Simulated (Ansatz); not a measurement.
**FH₂OSi radical (SMILES [O][SiH2]F): a rigid scan of the bond length Si2–H5**

How does the energy rise as the bond length Si2–H5 leaves its equilibrium value, and do density functionals follow CCSD(T)? No other atom is relaxed.

Computed with Ansatz 0.2.0, Gaussian basis. Level: single points in def2-TZVPP.

Levels: PBE-D4, r2SCAN-D4, PBE0-D4, B3LYP-D4, wB97M-V, Hartree-Fock, MP2, CCSD, CCSD(T). The scan takes 1.215, 1.278, 1.369, 1.476, 1.594, 1.722, 1.858, 2.000 Å.

Correlated methods freeze the cores. Orbitals are unrestricted. B3LYP uses VWN-RPA correlation.

19 further runs of the same task are left out: 19 set aside as unsound or not needed.

### 1 Starting geometry

SMILES `[O][SiH2]F`, 5 atoms, charge 0, spin multiplicity 2.

Atoms are counted from 1 here; the program's logs count them from 0.

Bond lengths: O1–Si2 1.668 Å, Si2–F3 1.656 Å, Si2–H4 1.437 Å, Si2–H5 1.480 Å. Angles: O1–Si2–F3 107.7°, O1–Si2–H4 112.5°, O1–Si2–H5 111.2°, F3–Si2–H4 107.7°, F3–Si2–H5 109.9°, H4–Si2–H5 107.8°.

As a file:

```tsv
atom	x (Å)	y (Å)	z (Å)
O1	-1.2462	0.6075	0.8673
Si2	-0.0063	-0.0164	-0.0570
F3	1.2097	-0.4699	0.9710
H4	-0.4065	-1.1802	-0.7998
H5	0.4992	0.9852	-1.0229
```

### 2 A first relaxation in a small basis

The input, pre/in.yaml:

```yaml
crystal:
  periodic: [false, false, false]
  atoms:
    - {symbol: O, position_ang: [-1.246200, 0.607500, 0.867300]}
    - {symbol: Si, position_ang: [-0.006300, -0.016400, -0.057000]}
    - {symbol: F, position_ang: [1.209700, -0.469900, 0.971000]}
    - {symbol: H, position_ang: [-0.406500, -1.180200, -0.799800]}
    - {symbol: H, position_ang: [0.499200, 0.985200, -1.022900]}
basis:
  gaussian: {orbitals: def2-SVP}
magnetization: {spin_polarized: true, initial_magnetization: 1}
hamiltonian: {xc: pbe, dispersion: d4}
relax: {f_tol: 0.03, max_steps: 250}
```

The command line of these runs was not kept.

After this run come: Relaxation at PBE0-D4; The minimum at every level; Si2–H5 = 1.215 Å; Si2–H5 = 1.278 Å; Si2–H5 = 1.369 Å; Si2–H5 = 1.476 Å; Si2–H5 = 1.594 Å; Si2–H5 = 1.722 Å; Si2–H5 = 1.858 Å; Si2–H5 = 2.000 Å.

What does the calculation give? Wanted: highest point, CCSD(T); lowest point, CCSD(T); minimum along the scan, CCSD(T); RMS deviation from CCSD(T); largest T1 diagnostic.

As calculated:

```
                       quantity                                                                                                 value
         highest point, CCSD(T)                                                                                   1267 meV at 2.000 Å
          lowest point, CCSD(T)                                                                                     -1 meV at 1.476 Å
minimum along the scan, CCSD(T)                                                                                               1.472 Å
                curvature there                                                                                            18.6 eV/Å²
     RMS deviation from CCSD(T)  PBE-D4 149, r2SCAN-D4 60, PBE0-D4 41, B3LYP-D4 48, wB97M-V 14, Hartree-Fock 104, MP2 63, CCSD 19 meV
          largest T1 diagnostic                                                                                                 0.027
```

What this shows: A polynomial through the near points puts the CCSD(T) minimum 0.010 Å below the PBE0-D4 value. It is steeper on the short side than on the long one. Curvature against CCSD(T): PBE-D4 -16 %, Hartree-Fock +10 %. Best along the scan: wB97M-V. Worst: PBE-D4. 1 further points are left out, because the reference changes its state there.
